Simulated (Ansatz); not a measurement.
hcp Re: PBE at its full settings (plane-wave cutoff 520 eV, 24×24×12 k mesh (along the axes of the cell as run), Fermi–Dirac smearing 0.05 eV, no spin polarisation, scalar-relativistic PAW data made under PBE) and at cheaper ones, in a cell of 2 atoms with Γ-centred meshes.

```
level and setting                              lattice constant a (Å)  c axis length (Å)  bulk modulus B0 (GPa)
---------------------------------------------  ----------------------  -----------------  ---------------------
PBE (Ansatz)                                                    2.775              4.482                    364
PBE (250 eV cutoff) (Ansatz)                                    2.795              4.514                    397
PBE (300 eV cutoff) (Ansatz)                                    2.775              4.481                    374
PBE (Γ point alone) (Ansatz)                                    2.689              6.282                    266
PBE (2×2×2 k mesh) (Ansatz)                                     2.623              4.985                    329
PBE (4×4×4 k mesh) (Ansatz)                                     2.779              4.448                    367
PBE (6×6×6 k mesh) (Ansatz)                                     2.777              4.483                    367
PBE (Fermi-Dirac smearing of 0.3 eV) (Ansatz)                   2.785              4.474                    355
```

Largest shifts from the full settings: lattice constant a -5.48 % (PBE (2×2×2 k mesh)), against a difference of +0.51 % of the full result from the reference 2.761 Å (measured, 293 K, no zero-point or thermal correction; as tabulated in Wikipedia's data pages); lattice parameter c +40 % (PBE (Γ point alone)), against a difference of +0.54 % of the full result from the reference 4.458 Å (measured, 293 K, no zero-point or thermal correction; as tabulated in Wikipedia's data pages); bulk modulus -27 % (PBE (Γ point alone)), against a difference of -1.4 % of the full result from the reference 369 GPa (measured, zero-point energy and finite temperature contributions removed, sources range from 369 to 381; as tabulated in doi:10.1021/acs.jctc.3c00612).

Ansatz's density-functional and Hartree–Fock values are scalar-relativistic unless marked +SOC, with PAW data made under PBE.

Run with cheap settings on purpose, which may leave them unconverged: PBE (250 eV cutoff), PBE (2×2×2 k mesh), PBE (300 eV cutoff), PBE (4×4×4 k mesh), PBE (6×6×6 k mesh), PBE (Fermi-Dirac smearing of 0.3 eV), PBE (Γ point alone).

Ansatz is a quantum-chemistry and plane-wave program.
